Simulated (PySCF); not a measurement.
# CO: excited-state relaxation, vibronic structure

Aim: compute the excited-state relaxation, vibronic structure of CO (`[C-]#[O+]`).

Programs: PySCF 2.14.0, with routines of our own; each step states its level. All values are computed. Atoms count from 0.

## Step 1: The system as given

2 atoms, charge 0, multiplicity 1; geometry from: GFN2-xTB.

## Step 2: Optimising the geometry at BHandHLYP/6-31+G*

Job settings and geometry (Å):

```
{"job": {"xc": "BHandHLYP", "basis": "6-31+G*", "grid": 1, "kind": "geom"}, "charge": 0, "multiplicity": 1}
C      0.565010    -0.003012    -0.002697
O     -0.562253     0.004281    -0.011452
```

Command:

```bash
$ OMP_NUM_THREADS=1 python excited_run.py task.json out
```

One launch serves the whole session: the jobs run in the order shown.

Output:

```text
step   0  E = -113.25846600  max force = 0.009422
step   1  E = -113.25849795  max force = 0.000594
step   2  E = -113.25849808  max force = 0.000044
optimisation converged
```

Wall time 0.85 s (1 thread of Arm Neoverse V1, shared host); peak memory 0.23 GiB.

Along the way:

```csv
step,energy from step 0 (eV),largest force component (eV/Å)
0,0.0000,0.4845
1,-0.0009,0.0305
2,-0.0009,0.0023
```

The bond:

| bond | before (Å) | after (Å) | change (Å) |
| --- | --- | --- | --- |
| C0–O1 | 1.127 | 1.124 | -0.004 |

The final coordinates are the input of the step that follows.

```csv
at the end point,value
point group (found at 0.08 Å tolerance),Cinfv
"rotational constants (GHz, main isotopes)","58.376, 58.376"
dipole moment (D),0.07
```

## Step 3: Excited-state relaxation: TDDFT BHandHLYP/6-31+G*

Job settings and geometry (Å):

```
{"job": {"kind": "xopt", "state": "S1", "method": "TDDFT", "freq": true, "xc": "BHandHLYP", "basis": "6-31+G*", "grid": 1}, "charge": 0, "multiplicity": 1}
C      0.563144    -0.008958    -0.008535
O     -0.560386     0.010227    -0.005611
```

Method: TDDFT BHandHLYP/6-31+G* excited-state geometry optimisation, gas phase.

Output:

```text
final grid: 10360 points
cycle   1  E = -113.2054251079  dE =  1.947e-01  |g| = 5.127e-01  |ddm| = 1.493e+00
cycle   2  E = -113.1151712586  dE =  9.025e-02  |g| = 8.774e-01  |ddm| = 7.576e-01
cycle   3  E = -113.2584185874  dE = -1.432e-01  |g| = 1.772e-02  |ddm| = 4.707e-01
cycle   4  E = -113.2584919879  dE = -7.340e-05  |g| = 5.026e-03  |ddm| = 2.024e-02
cycle   5  E = -113.2584979260  dE = -5.938e-06  |g| = 7.303e-04  |ddm| = 4.820e-03
cycle   6  E = -113.2584980803  dE = -1.543e-07  |g| = 7.648e-05  |ddm| = 9.607e-04
cycle   7  E = -113.2584980827  dE = -2.335e-09  |g| = 1.485e-05  |ddm| = 1.405e-04
cycle   8  E = -113.2584980827  dE = -5.247e-11  |g| = 3.463e-06  |ddm| = 1.864e-05
converged SCF energy = -113.2584980827

vertical S1 at the ground-state geometry: 8.6595 eV
step    E(state)/Eh    max force   excitation/eV  root
  0    -112.93561249   0.229444     8.7769      1
  1    -112.95670198   0.041801     7.8765      1
  2    -112.95750772   0.021887     7.7399      1
  3    -112.95783886   0.002148     7.5901      1
  4    -112.95784250   0.000129     7.5739      1
optimisation converged
vertical emission 7.5739 eV, adiabatic 8.1813 eV, Stokes shift 1.0856 eV, reorganisation 0.4783 (excited) and 0.6074 eV (ground)
in toluene: absorption 8.5595 eV (f = 0.1033, root 2), emission 7.4977 eV (f = 0.0599, root 1)
in dichloromethane: absorption 8.5886 eV (f = 0.1021, root 1), emission 7.4331 eV (f = 0.0659, root 1)
zero-point change -0.0450 eV, 0-0 energy 8.1363 eV
frequencies of the excited state (cm-1): 1598
```

Wall time 11 s (1 thread of Arm Neoverse V1, shared host); peak memory 0.25 GiB.

In short:

| quantity | value |
| --- | --- |
| vertical absorption, S1 | 8.66 eV |
| adiabatic energy, S1 | 8.18 eV |
| vertical emission, S1 | 7.57 eV |
| Stokes shift, S1 | 1.09 eV |
| geometry moved (RMSD), S1 | 0.054 Å |

Bonds of the start that changed most:

```csv
bond,start (Å),end (Å)
C0–O1,1.124,1.230
```

## Step 4: Excited-state relaxation: UKS BHandHLYP/6-31+G*

Job settings and geometry (Å):

```
{"job": {"kind": "xopt", "state": "T1", "method": "UKS", "freq": true, "xc": "BHandHLYP", "basis": "6-31+G*", "grid": 1}, "charge": 0, "multiplicity": 1}
C      0.563144    -0.008958    -0.008535
O     -0.560386     0.010227    -0.005611
```

Method: UKS BHandHLYP/6-31+G* excited-state geometry optimisation, gas phase.

Output:

```text
final grid: 10360 points
cycle   1  E = -113.2054251079  dE =  1.947e-01  |g| = 5.127e-01  |ddm| = 1.493e+00
cycle   2  E = -113.1151712586  dE =  9.025e-02  |g| = 8.774e-01  |ddm| = 7.576e-01
cycle   3  E = -113.2584185874  dE = -1.432e-01  |g| = 1.772e-02  |ddm| = 4.707e-01
cycle   4  E = -113.2584919879  dE = -7.340e-05  |g| = 5.026e-03  |ddm| = 2.024e-02
cycle   5  E = -113.2584979260  dE = -5.938e-06  |g| = 7.303e-04  |ddm| = 4.820e-03
cycle   6  E = -113.2584980803  dE = -1.543e-07  |g| = 7.648e-05  |ddm| = 9.607e-04
cycle   7  E = -113.2584980827  dE = -2.335e-09  |g| = 1.485e-05  |ddm| = 1.405e-04
cycle   8  E = -113.2584980827  dE = -5.247e-11  |g| = 3.463e-06  |ddm| = 1.864e-05
converged SCF energy = -113.2584980827

vertical T1 at the ground-state geometry: 6.1591 eV
step    E(state)/Eh    max force   <S^2>
  0    -113.02824857   0.196792    2.0112
  1    -113.04216559   0.013348    2.0153
  2    -113.04224218   0.005564    2.0156
  3    -113.04225868   0.000145    2.0158
  4    -113.04225869   0.000004    2.0158
optimisation converged
vertical emission 5.5876 eV, adiabatic 5.8842 eV, Stokes shift 0.5715 eV, reorganisation 0.2749 (excited) and 0.2966 eV (ground)
zero-point change -0.0270 eV, 0-0 energy 5.8572 eV
frequencies of the excited state (cm-1): 1889
```

Run time: 4.6 s. Hardware: 1 thread of Arm Neoverse V1, shared host; peak memory 0.25 GiB.

From this job:

```
                                     quantity    value
vertical gap at the ground-state geometry, T1  6.16 eV
                         adiabatic energy, T1  5.88 eV
     vertical gap at the relaxed geometry, T1  5.59 eV
               difference of the two gaps, T1  0.57 eV
                    geometry moved (RMSD), T1  0.036 Å
```

Bonds of the start that changed most:

```
 bond  start (Å)  end (Å)
C0–O1      1.124    1.195
```

## Step 5: Excited-state relaxation: TDA BHandHLYP/6-31+G*

Job settings and geometry (Å):

```
{"job": {"kind": "xopt", "state": "T1", "method": "TDA", "xc": "BHandHLYP", "basis": "6-31+G*", "grid": 1}, "charge": 0, "multiplicity": 1}
C      0.563144    -0.008958    -0.008535
O     -0.560386     0.010227    -0.005611
```

With the program's defaults for keys left out, this is: TDA BHandHLYP/6-31+G* excited-state geometry optimisation, gas phase.

Output:

```text
final grid: 10360 points
cycle   1  E = -113.2054251079  dE =  1.947e-01  |g| = 5.127e-01  |ddm| = 1.493e+00
cycle   2  E = -113.1151712586  dE =  9.025e-02  |g| = 8.774e-01  |ddm| = 7.576e-01
cycle   3  E = -113.2584185874  dE = -1.432e-01  |g| = 1.772e-02  |ddm| = 4.707e-01
cycle   4  E = -113.2584919879  dE = -7.340e-05  |g| = 5.026e-03  |ddm| = 2.024e-02
cycle   5  E = -113.2584979260  dE = -5.938e-06  |g| = 7.303e-04  |ddm| = 4.820e-03
cycle   6  E = -113.2584980803  dE = -1.543e-07  |g| = 7.648e-05  |ddm| = 9.607e-04
cycle   7  E = -113.2584980827  dE = -2.335e-09  |g| = 1.485e-05  |ddm| = 1.405e-04
cycle   8  E = -113.2584980827  dE = -5.247e-11  |g| = 3.463e-06  |ddm| = 1.864e-05
converged SCF energy = -113.2584980827

vertical T1 at the ground-state geometry: 6.1283 eV
step    E(state)/Eh    max force   excitation/eV  root
  0    -113.02932731   0.199135     6.2268      1
  1    -113.04367258   0.002157     5.5509      1
  2    -113.04367488   0.000936     5.5456      1
  3    -113.04367540   0.000005     5.5415      1
optimisation converged
vertical emission 5.5415 eV, adiabatic 5.8456 eV, Stokes shift 0.5869 eV, reorganisation 0.2827 (excited) and 0.3042 eV (ground)
```

It took 1.9 s on 1 thread of Arm Neoverse V1, shared host; peak memory 0.27 GiB.

In short:

```csv
quantity,value
"vertical gap at the ground-state geometry, T1",6.13 eV
"adiabatic energy, T1",5.85 eV
"vertical gap at the relaxed geometry, T1",5.54 eV
"difference of the two gaps, T1",0.59 eV
"geometry moved (RMSD), T1",0.037 Å
```

Bonds of the start that changed most:

```
 bond  start (Å)  end (Å)
C0–O1      1.124    1.196
```

## Step 6: Vibronic structure: TDDFT BHandHLYP/6-31+G*

Job settings and geometry (Å):

```
{"job": {"kind": "vib", "tda": false, "freq": true, "xc": "BHandHLYP", "basis": "6-31+G*", "grid": 1}, "charge": 0, "multiplicity": 1}
C      0.563144    -0.008958    -0.008535
O     -0.560386     0.010227    -0.005611
```

Level: TDDFT BHandHLYP/6-31+G* vertical-gradient vibronic structure (displaced harmonic oscillators, Condon), gas phase.

Output:

```text
final grid: 10360 points
cycle   1  E = -113.2054251079  dE =  1.947e-01  |g| = 5.127e-01  |ddm| = 1.493e+00
cycle   2  E = -113.1151712586  dE =  9.025e-02  |g| = 8.774e-01  |ddm| = 7.576e-01
cycle   3  E = -113.2584185874  dE = -1.432e-01  |g| = 1.772e-02  |ddm| = 4.707e-01
cycle   4  E = -113.2584919879  dE = -7.340e-05  |g| = 5.026e-03  |ddm| = 2.024e-02
cycle   5  E = -113.2584979260  dE = -5.938e-06  |g| = 7.303e-04  |ddm| = 4.820e-03
cycle   6  E = -113.2584980803  dE = -1.543e-07  |g| = 7.648e-05  |ddm| = 9.607e-04
cycle   7  E = -113.2584980827  dE = -2.335e-09  |g| = 1.485e-05  |ddm| = 1.405e-04
cycle   8  E = -113.2584980827  dE = -5.247e-11  |g| = 3.463e-06  |ddm| = 1.864e-05
converged SCF energy = -113.2584980827

Singlet excitations (eV, f): 8.660 (0.0937)  8.660 (0.0937)  9.713 (0.0000)  10.143 (0.0000)  10.143 (0.0000)  11.392 (0.0005)

State S1  8.6595 eV  f = 0.09374  H->L 0.90
  relaxed dipole 0.597 D, largest gradient of the excitation energy 0.1985 Eh/bohr
  mode    cm-1        S   lambda/meV  Raman
    1   2323.3    1.3297     383.0   1.000
  reorganisation energy 0.3830 eV, total S 1.330, 0-0 8.2765 eV
  absorption maximum 8.565 eV, width 0.602 eV

State S2  8.6595 eV  f = 0.09374  H->L+1 0.90
  relaxed dipole 0.597 D, largest gradient of the excitation energy 0.1985 Eh/bohr
  mode    cm-1        S   lambda/meV  Raman
    1   2323.3    1.3297     383.0   1.000
  reorganisation energy 0.3830 eV, total S 1.330, 0-0 8.2765 eV
  absorption maximum 8.565 eV, width 0.602 eV

State T1  6.1284 eV  f = 0.00000  H->L 0.66, H->L+1 0.17, H->L+4 0.16
  relaxed dipole 1.716 D, largest gradient of the excitation energy 0.1650 Eh/bohr
  mode    cm-1        S   lambda/meV  Raman
    1   2323.3    0.9181     264.4   1.000
  reorganisation energy 0.2644 eV, total S 0.918, 0-0 5.8639 eV
  absorption maximum 5.864 eV, width 0.324 eV
```

Wall time 0.75 s (1 thread of Arm Neoverse V1, shared host); peak memory 0.27 GiB.

## Step 7: Results

| quantity | value |
| --- | --- |
| point group | Cinfv |
| rotational constants (main isotopes) | 58.38, 58.38 GHz |
| vertical absorption, S1 (step 3, TDDFT BHandHLYP/6-31+G*) | 8.66 eV |
| adiabatic energy, S1 (step 3, TDDFT BHandHLYP/6-31+G*) | 8.18 eV |
| vertical emission, S1 (step 3, TDDFT BHandHLYP/6-31+G*) | 7.57 eV |
| Stokes shift, S1 (step 3, TDDFT BHandHLYP/6-31+G*) | 1.09 eV |
| vertical gap at the ground-state geometry, T1 (step 4, UKS BHandHLYP/6-31+G*) | 6.16 eV |
| adiabatic energy, T1 (step 4, UKS BHandHLYP/6-31+G*) | 5.88 eV |
| vertical gap at the relaxed geometry, T1 (step 4, UKS BHandHLYP/6-31+G*) | 5.59 eV |
| difference of the two gaps, T1 (step 4, UKS BHandHLYP/6-31+G*) | 0.57 eV |
| vertical gap at the ground-state geometry, T1 (step 5, TDA BHandHLYP/6-31+G*) | 6.13 eV |
| adiabatic energy, T1 (step 5, TDA BHandHLYP/6-31+G*) | 5.85 eV |
| vertical gap at the relaxed geometry, T1 (step 5, TDA BHandHLYP/6-31+G*) | 5.54 eV |
| difference of the two gaps, T1 (step 5, TDA BHandHLYP/6-31+G*) | 0.59 eV |
| S1: vertical, reorganisation, 0-0, total S (step 6, TDDFT BHandHLYP/6-31+G*, modes from BHandHLYP/6-31+G*) | 8.66, 0.38, 8.28 eV; 1.3 |
| S2: vertical, reorganisation, 0-0, total S (step 6, TDDFT BHandHLYP/6-31+G*, modes from BHandHLYP/6-31+G*) | 8.66, 0.38, 8.28 eV; 1.3 |
| T1: vertical, reorganisation, 0-0, total S (step 6, TDA BHandHLYP/6-31+G*, modes from BHandHLYP/6-31+G*) | 6.13, 0.26, 5.86 eV; 0.9 |

What this shows: With BHandHLYP/6-31+G*, its start was all but relaxed already: 2 steps gained 0.9 meV. In step 3 (excited-state relaxation), among the bonds C0–O1 changes most, from 1.124 to 1.230 Å. In step 4 (excited-state relaxation), among the bonds C0–O1 changes most, from 1.124 to 1.195 Å. In step 5 (excited-state relaxation), among the bonds C0–O1 changes most, from 1.124 to 1.196 Å. Some states lie very close; unless symmetry makes them partners, their order is unsure. The vibronic model keeps the ground-state modes and shifts them along the gradient alone, so it can miss much of the relaxation that a full optimisation finds. ΔSCF (UKS) and response values aren't on one footing and may follow different states, so their differences aren't method errors alone, and singlets and triplets from the two don't rank.
